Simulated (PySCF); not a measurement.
## `C1C[C@@H]2C[C@@H]2C1`: 4 charge schemes on one density

Species: C6H10.
Numbering: `[CH2:1]1[CH2:2][C@@H:3]2[CH2:4][C@@H:5]2[CH2:6]1` (hydrogens: H7, H8 on C1; H9, H10 on C2; H11 on C3; H12, H13 on C4; H14 on C5; H15, H16 on C6)

Cartesian coordinates in Å at the GFN2-xTB level; atoms count from 1:
```
atom  x, y, z in Å
C1     1.1549    0.4057   -0.6405
C2     1.0170   -0.9214    0.1202
C3    -0.4022   -0.9223    0.6451
C4    -1.4864   -0.5736   -0.3306
C5    -0.9296    0.4793    0.5805
C6     0.1551    1.3700    0.0152
H7     0.9007    0.2620   -1.6909
H8     2.1732    0.7907   -0.5999
H9     1.7111   -0.9549    0.9627
H10    1.2253   -1.7784   -0.5222
H11   -0.6290   -1.5844    1.4684
H12   -2.4815   -0.9381   -0.1227
H13   -1.2531   -0.5343   -1.3826
H14   -1.5605    0.8920    1.3546
H15   -0.2324    2.0974   -0.6999
H16    0.6300    1.9193    0.8311
```

Density: PBE0/pcSseg-1 (PySCF); schemes: Mulliken, IAO, Hirshfeld and ESP-fitted. One conformer (not necessarily the lowest) at the GFN2-xTB geometry, without solvent, vibrations or thermal averaging.

Q: Do the Mulliken, IAO, Hirshfeld and ESP-fitted schemes agree on where the charge is highest?

A: The schemes don't all agree: Mulliken H12 (+0.124); IAO H12 (+0.150); Hirshfeld H12 (+0.045); ESP-fitted H13 (+0.191).

Q: For which atoms does the sign change between the 4 schemes (beyond +0.03 e in one, beyond −0.03 e in another)?

A: C1. Atomic charges aren't observables, and each scheme defines them in its own way.

Q: At which atom do the 4 schemes differ most?

A: At C4: from -0.467 (ESP-fitted) to -0.098 e (Hirshfeld), 0.369 e apart.

Q: What partial charge does each atom carry?

A: In e:

| atom | environment | Mulliken | IAO | Hirshfeld | ESP-fitted |
| --- | --- | --- | --- | --- | --- |
| C1 | ring CH2 carbon | -0.300 | -0.266 | -0.067 | +0.040 |
| C2 | ring CH2 carbon | -0.106 | -0.262 | -0.069 | -0.263 |
| C3 | sp3 carbon at a ring junction | -0.265 | -0.139 | -0.045 | +0.020 |
| C4 | three-membered-ring carbon | -0.130 | -0.308 | -0.098 | -0.467 |
| C5 | sp3 carbon at a ring junction | -0.265 | -0.139 | -0.045 | +0.026 |
| C6 | ring CH2 carbon | -0.106 | -0.262 | -0.069 | -0.265 |
| H7 | methylene hydrogen | +0.121 | +0.131 | +0.035 | +0.038 |
| H8 | methylene hydrogen | +0.123 | +0.139 | +0.039 | +0.029 |
| H9 | methylene hydrogen | +0.117 | +0.133 | +0.037 | +0.095 |
| H10 | methylene hydrogen | +0.121 | +0.135 | +0.036 | +0.083 |
| H11 | methine hydrogen | +0.107 | +0.142 | +0.043 | +0.069 |
| H12 | methylene hydrogen | +0.124 | +0.150 | +0.045 | +0.155 |
| H13 | methylene hydrogen | +0.116 | +0.137 | +0.041 | +0.191 |
| H14 | methine hydrogen | +0.107 | +0.142 | +0.043 | +0.067 |
| H15 | methylene hydrogen | +0.121 | +0.135 | +0.036 | +0.085 |
| H16 | methylene hydrogen | +0.117 | +0.133 | +0.037 | +0.096 |

Mean size of the charges over all atoms: IAO 0.172 e, Mulliken 0.147 e, ESP-fitted 0.124 e, Hirshfeld 0.049 e. Each set sums to the total charge, 0, to within 0.001 e. The Hirshfeld scheme weights the molecular density at each point by an atom's share of the summed free-atom densities. The IAO scheme projects the occupied orbitals on a minimal set of polarised atomic orbitals and counts the electrons in each atom's part of it.

Q: How closely do the schemes follow one another over all atoms?

A: Correlation coefficient and root-mean-square difference: IAO with Hirshfeld 1.00, 0.131 e; Mulliken with Hirshfeld 0.88, 0.116 e; Mulliken with IAO 0.88, 0.086 e; Hirshfeld with ESP-fitted 0.80, 0.132 e; IAO with ESP-fitted 0.79, 0.116 e; Mulliken with ESP-fitted 0.46, 0.172 e.

Q: Sum the charges by element.

A: 
```csv
element,atoms,Mulliken,IAO,Hirshfeld,ESP-fitted
C,6,-1.173,-1.376,-0.393,-0.909
H,10,+1.173,+1.376,+0.392,+0.909
```
